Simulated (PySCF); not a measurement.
Bonds broken one at a time in the series Al CH3-I. Gas-phase values, no solvent. Strings in code marks are SMILES.

Method: ωB97X-D3(BJ)/def2-TZVP // B3LYP-D3(BJ)/def2-TZVP run with PySCF. 

```json
[
 {"species": "whole molecule (`[CH3][Al]([CH3])[CH3]`)", "dipole moment (D)": "0.00"},
 {"species": "radical fragment (`[CH3]`)", "dipole moment (D)": "0.00"},
 {"species": "radical fragment (`[CH3][Al][CH3]`)", "dipole moment (D)": "0.36"},
 {"species": "radical fragment (`[CH3][Al][I]`)", "dipole moment (D)": "2.19"},
 {"species": "whole molecule (`[CH3][Al]([I])[I]`)", "dipole moment (D)": "1.74"},
 {"species": "whole molecule (`[I][Al]([I])[I]`)", "dipole moment (D)": "0.00"}
]
```
